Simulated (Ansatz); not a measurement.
The first iterations of a band of BFH2O + H (6 atoms, charge 0, multiplicity 2).

Computed with Ansatz 0.2.0, UKS B3LYP-D4/def2-SVP.

```
movable images  : 7
climbing image  : yes
spring          : 5.0 eV/Å²
optimiser       : quadratic models (default)
start path      : through a guess of the saddle point
force threshold : 0.5 eV/Å
iteration limit : 60
end points      : relaxed
```

Initial state:

```xyz
6
Properties=species:S:1:pos:R:3
B 0.005 -0.095 -0.249
H 0.019 -0.140 0.959
F 1.123 0.209 -0.893
O -1.092 -0.339 -0.991
H -1.870 -0.553 -0.463
H 0.007 0.071 3.615
```

Final state:

```xyz
6
Properties=species:S:1:pos:R:3
B -0.033 -0.100 -0.532
H 0.091 -0.022 2.405
F 1.100 0.191 -1.134
O -1.141 -0.365 -1.239
H -1.909 -0.565 -0.688
H 0.084 0.013 3.167
```

| iteration | highest image above the first end (eV) | largest band force component (eV/Å) |
| --- | --- | --- |
| 1 | 0.772 | 3.609 |
| 2 | 0.540 | 1.185 |

Q: Does the band converge within its limit, and where does its top end?

A: It converged. It ended after 6 iterations with the highest image 0.332 eV above the first end. The threshold of 0.5 eV/Å is loose, so the images may lie well off the minimum-energy path. Another band between the same ends (7 images) ends at a top of the same energy, where a vibrational analysis finds 1 clearly imaginary mode.

The run took 95 s on 1 thread of Arm Neoverse V1, with other jobs on the host, peak memory 0.12 GiB.
